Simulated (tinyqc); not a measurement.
The integration grid: Kohn-Sham M06L on finer and finer grids in the sto-3g basis, for H2O+, spin multiplicity 2. Computed by the program tinyqc with PySCF. Self-consistent on each grid; the net force on the molecule should vanish.

Geometry (angstrom):
```
atom,x,y,z
O,0.0000,0.0000,0.0000
H,0.0000,0.6690,0.6270
H,0.0000,-0.6690,0.6270
```

Kohn-Sham energy on Becke grids (radial x angular points per atom):
```
grid,points,residual of the electron count,E (hartree),E - finest (mhartree),largest net force without grid terms (hartree/bohr)
10 x 14,416,-6.25e-02,-74.734148,181.771520,1.98e-02
15 x 26,1144,3.01e-02,-74.990479,-74.559568,6.93e-02
20 x 50,2968,-3.39e-03,-74.943011,-27.091886,4.46e-02
30 x 86,7726,6.29e-04,-74.918318,-2.398840,3.07e-02
50 x 194,29026,-7.74e-07,-74.915826,0.093840,1.55e-03
75 x 302,67916,1.81e-08,-74.915916,0.003199,1.43e-04
120 x 590,212106,2.34e-09,-74.915919,0.000000,1.56e-05
```

What does the comparison show, and why?

The energy is within 0.1 mhartree of the finest grid first at 50 x 194. The error has both signs, since quadrature is not variational. The electron count and the net force are cheap signs of a poor grid.
